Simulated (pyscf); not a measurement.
## Multi-bond step: `[Cl][SnH]([Cl])[Cl]` + `[FH]` → `[Cl][Sn][Cl]` [singlet] + `[ClH]` + `[FH]`

Gas phase, singlet surface, charge 0. Bonds broken: Sn2–Cl3, Sn2–H5, F6–H7. Bonds formed: Cl3–H7, H5–F6. Optimised with ωB97X-D3(BJ)/def2-SVP in PySCF.

Transition state (Å):

```xyz
7

Cl    -0.2612     1.5111    -1.6442
Sn     0.0568    -0.2462    -0.1405
Cl     2.0601     0.5707     1.2248
Cl     1.0184    -1.8926    -1.4876
H     -0.4657    -0.3517     1.7263
F     -0.0118    -0.1268     2.7997
H      0.9348     0.2070     2.3824
```

One imaginary mode, 1340i cm⁻¹; descent along it reached the two sides named, in the forms told below.

| bond | change | reactant side (Å) | saddle | product side |
|---|---|---|---|---|
| Sn2–Cl3 | breaks | 2.348 | 2.558 | 3.0 |
| Sn2–H5 | breaks | 1.683 | 1.941 | 2.9 |
| F6–H7 | breaks | 0.934 | 1.087 | 1.881 |
| Cl3–H7 | forms | 2.307 | 1.655 | 1.298 |
| H5–F6 | forms | 2.8 | 1.187 | 0.930 |

Electronic energies relative to the separated reactants (kcal/mol):

```json
[
 {"level": "ωB97X-D3(BJ)/def2-TZVP", "barrier": "27.6", "reaction energy": "+15.4", "reverse barrier": "12.2"},
 {"level": "PBE/def2-TZVP", "barrier": "12.9", "reaction energy": "+5.0", "reverse barrier": "8.0"},
 {"level": "r²SCAN/def2-TZVP", "barrier": "17.8", "reaction energy": "+10.5", "reverse barrier": "7.3"},
 {"level": "B3LYP-D3(BJ)/def2-TZVP", "barrier": "20.2", "reaction energy": "+5.5", "reverse barrier": "14.6"},
 {"level": "PBE0-D3(BJ)/def2-TZVP", "barrier": "20.5", "reaction energy": "+10.7", "reverse barrier": "9.8"},
 {"level": "M06-2X/def2-TZVP", "barrier": "26.8", "reaction energy": "+13.8", "reverse barrier": "12.9"},
 {"level": "ωB97M-D3(BJ)/def2-TZVP", "barrier": "25.6", "reaction energy": "+9.1", "reverse barrier": "16.5"},
 {"level": "HF/def2-TZVP", "barrier": "50.8", "reaction energy": "+11.4", "reverse barrier": "39.4"}
]
```

With ωB97M-D3(BJ)/def2-TZVP energies and thermal terms (ideal gas, 1 atm, RRHO with modes under 100 cm⁻¹ raised to 100, one conformer, R ln 2 for chiral ones without a mode under 150 cm⁻¹), in kcal/mol:

```
T (K)   ΔH‡   ΔG‡    ΔH     ΔG
-----  ----  ----  ----  -----
298    23.8  33.3  +8.7   -1.9
600    23.5  43.0  +8.2  -12.4
900    23.8  52.7  +7.3  -22.5
1200   24.3  62.3  +6.4  -32.3
```

On the reactant side the descent ends in a complex, 5.4 kcal/mol under the separated species and 33.0 kcal/mol under the saddle at ωB97X-D3(BJ)/def2-TZVP. On the product side the descent ends in a bound adduct, 10.4 kcal/mol under the separated species and 22.6 kcal/mol under the saddle at ωB97X-D3(BJ)/def2-TZVP. The same reactants have a lower exit, to HCl + F–SnH(Cl)–Cl (barrier +17.2 kcal/mol at ωB97M-D3(BJ)/def2-TZVP, against +25.6 kcal/mol here). This is the saddle that the search found; another between the same sides may lie lower. Elements past Kr carry the def2 core potentials, without spin-orbit coupling.
